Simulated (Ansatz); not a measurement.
Worked example: the enthalpy of formation of SiH2Cl2 (dichlorosilane (DCS))

SiH2Cl2 has 5 atoms, charge 0, and is taken as a singlet. SMILES: `Cl[SiH2]Cl`. The coordinates come from a PBE0-D4/def2-TZVP relaxation.

Total energies at SVWN5/6-311+G** (Ansatz 0.2.0); the atoms run unrestricted:

| species | state | energy (Eh) |
| --- | --- | --- |
| SiH2Cl2 | singlet | -1207.085781 |
| Cl | doublet | -458.652842 |
| Si | triplet | -288.212098 |
| H | doublet | -0.478347 |

Harmonic wavenumbers at PBE0-D4/def2-TZVP, in cm⁻¹: 186, 529, 592, 594, 707, 871, 950, 2272, 2286.

Measured heats of formation of the gaseous atoms at 298.15 K, in kJ/mol: Cl 121.3, Si 450.0, H 218.0. Spin-orbit lowering of the atoms at 298 K (mean of the ground term's levels less their thermal mean, from spectra), in kJ/mol: Cl 3.44, Si 0.44. Take 1 Eh = 2625.50 kJ/mol, 1 cm⁻¹ = 0.0119627 kJ/mol, RT = 2.479 kJ/mol.

Problem. What heat of formation follows?

Solution. 
1. Electronic atomisation energy: 2 × (-458.652842) + (-288.212098) + 2 × (-0.478347) − (-1207.085781) = 0.611305 Eh = 1605.0 kJ/mol.
2. Zero-point energy: half the sum of the wavenumbers, 4493.5 cm⁻¹ = 53.8 kJ/mol.
3. Thermal vibrational enthalpy, Σ hcν̃/(exp(hcν̃/kT) − 1): 3.5 kJ/mol. Translation, rotation and pV of a non-linear molecule: 4 RT = 9.9 kJ/mol.
4. The 5 free atoms carry 5/2 RT each: 31.0 kJ/mol.
5. Spin-orbit coupling lowers the free atoms by 2 × 3.44 + 0.44 = 7.3 kJ/mol.
6. Atomisation enthalpy at 298 K: 1605.0 − 7.3 − 53.8 − 3.5 − 9.9 + 31.0 = 1561.5 kJ/mol.
7. Sum of the atoms' heats of formation: 1128.6 kJ/mol. Heat of formation: 1128.6 − 1561.5 = -432.9 kJ/mol.

The tabulated value is -320.5 kJ/mol (NIST-JANAF tables), so this level is off by -112.4 kJ/mol, or 7.8 % of the atomisation enthalpy that the table implies (1449.1 kJ/mol). The LDA overbinds, which puts heats of formation too low. Anharmonicity and any spin-orbit splitting of the molecule are left out.
